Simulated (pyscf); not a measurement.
# Substitution at C: `[CH3][In]([NH2])[NH2]` + `[H]` [doublet] -> `[NH2][In][NH2]` [doublet] + `[CH4]`

Gas phase, doublet surface, charge 0. Bonds broken: In1–C2. Bonds formed: C2–H12. PySCF, gas phase, ωB97X-D3(BJ)/def2-SVP geometries.

Transition state (Å):

```xyz
12

In    -1.0274     0.1328    -0.0712
C      0.8788     0.4938     1.2489
N     -0.9973    -0.8304    -1.8688
N     -2.8979     0.7197     0.4921
H      0.8508    -0.4701     1.7618
H      0.5083     1.3750     1.7757
H      1.5913     0.6272     0.4332
H     -1.7617    -0.6815    -2.5225
H     -0.1282    -0.9152    -2.3874
H     -3.7065     0.2450     0.0989
H     -3.0895     0.9557     1.4611
H      2.1779     0.7281     2.1674
```

One imaginary mode, 1387i cm⁻¹; descent along it reached the two sides named.

```
bond    change  reactant side (Å)  saddle  product side
------  ------  -----------------  ------  ------------
In1–C2  breaks              2.143   2.347           3.6
C2–H12   forms                3.8   1.608         1.101
```

Electronic energies relative to the separated reactants (eV):

```json
[
 {"level": "ωB97X-D3(BJ)/def2-TZVP", "barrier": "0.68", "reaction energy": "-1.78", "reverse barrier": "2.47"},
 {"level": "PBE/def2-TZVP", "barrier": "0.22", "reaction energy": "-2.10", "reverse barrier": "2.33"},
 {"level": "r²SCAN/def2-TZVP", "barrier": "0.25", "reaction energy": "-2.12", "reverse barrier": "2.37"},
 {"level": "B3LYP-D3(BJ)/def2-TZVP", "barrier": "0.30", "reaction energy": "-2.19", "reverse barrier": "2.48"},
 {"level": "PBE0-D3(BJ)/def2-TZVP", "barrier": "0.42", "reaction energy": "-1.95", "reverse barrier": "2.37"},
 {"level": "M06-2X/def2-TZVP", "barrier": "0.55", "reaction energy": "-2.00", "reverse barrier": "2.55"},
 {"level": "ωB97M-D3(BJ)/def2-TZVP", "barrier": "0.60", "reaction energy": "-1.96", "reverse barrier": "2.56"},
 {"level": "HF/def2-TZVP", "barrier": "1.15", "reaction energy": "-1.85", "reverse barrier": "3.00"}
]
```

With ωB97M-D3(BJ)/def2-TZVP energies and thermal terms (ideal gas, 1 atm, RRHO with modes under 100 cm⁻¹ raised to 100, one conformer, R ln 2 for chiral ones without a mode under 150 cm⁻¹), in eV:

```tsv
T (K)	ΔH‡	ΔG‡	ΔH	ΔG
298	0.63	0.93	-1.77	-1.82
600	0.60	1.24	-1.85	-1.84
900	0.58	1.56	-1.93	-1.82
1200	0.56	1.90	-1.99	-1.77
```

Abstraction by the radical was not located in this set and often lies lower. This is the saddle that the search found; another between the same sides may lie lower. The angle at the attacked C is 179°. Elements past Kr carry the def2 core potentials, without spin-orbit coupling.
